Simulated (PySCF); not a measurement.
**Computed data sheet: `NCCCF` (3-fluoropropan-1-amine)**

Species: 3-fluoropropan-1-amine, C3H8FN.
Numbering: `[NH2:1][CH2:2][CH2:3][CH2:4][F:5]` (hydrogens: H6, H7 on N1; H8, H9 on C2; H10, H11 on C3; H12, H13 on C4)

Structure used (PBE0-D3(BJ)/def2-SVP), in Å, numbered top down from 1:
```
atom  x, y, z in Å
N1     1.5698   -0.7978    0.0344
C2     0.8432    0.2690   -0.6267
C3    -0.3900    0.6652    0.1751
C4    -1.3869   -0.4618    0.3006
F5    -1.8648   -0.8032   -0.9471
H6     2.2599   -1.2095   -0.5883
H7     2.0817   -0.4390    0.8384
H8     0.5005   -0.1022   -1.6060
H9     1.4472    1.1777   -0.8306
H10   -0.8786    1.5330   -0.2984
H11   -0.0946    0.9853    1.1906
H12   -2.2445   -0.1688    0.9299
H13   -0.8984   -1.3486    0.7360
```

Among its groups: amine and C–F bond.

**PBE0-D3(BJ)/def2-SVP geometry optimisation, gas phase (PySCF)**

* Point group: C1
* Rotational constants A, B, C: 8.965, 2.963, 2.769 GHz

**B3LYP/def2-SVPD ground state and vertical TDDFT (core frozen in the response) (PySCF)**

* Dipole moment: 2.55 D
* HOMO energy: -6.85 eV
* LUMO energy: 0.34 eV
* HOMO–LUMO gap: 7.19 eV
* Lowest singlet excitation: 6.08 eV (204 nm, f = 0.011)
* Strongest line among the 6 lowest singlet transitions: S3 at 7.21 eV (172 nm, f = 0.051)
* Static isotropic polarisability: 49.5 au
* Electronic spatial extent ⟨r²⟩ about the centre of nuclear charge: 494 bohr²

Monoisotopic mass (most abundant isotopes): 77.0641 u.

No computed singlet falls in the visible range (750 to 380 nm, 1.65 to 3.26 eV); S1 lies 2.82 eV above its blue end. In wavenumbers S1 is 49000 cm⁻¹ (1 eV = 8065.54 cm⁻¹). S1 lies 1.11 eV below the HOMO–LUMO gap; its leading configuration is HOMO→LUMO, weight 0.96. A dipole of 2.55 D is allowed in C1, and pure rotational transitions are dipole-allowed. The polarisability is 7.33 Å³ as a volume (1 au = 0.148185 Å³), or 1.18 au for each of the 42 electrons. The dipole matches unit charges of opposite sign 0.53 Å apart (1 e·Å = 4.8032 D).

For the TDDFT job (B3LYP/def2-SVPD), cost: about 40 s of CPU time on one thread; the machine was shared, so the figure is rough.

One conformer stands for the species.
